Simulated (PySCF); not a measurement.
CS₂ was optimised in PySCF in the def2-TZVP basis family (density fitting, no spin–orbit coupling) with several functionals.

One of them gave a singlet of D∞h symmetry with a mean bond of 1.553 Å to C, wavenumbers 408 (×2), 678, 1561 cm⁻¹ and a HOMO–LUMO gap of 5.42 eV.

Task: Which level of theory was it?
A. B3LYP
B. wB97X
C. PBE0

Result: A. That is B3LYP, with C–S 1.553 Å (×2). The others give PBE0 1.548 Å and 1595 cm⁻¹ for the highest mode; wB97X 1.544 Å and 1595 cm⁻¹ for the highest mode.

Each species is the lowest minimum found with this bonding; other isomers or fragments can lie lower.
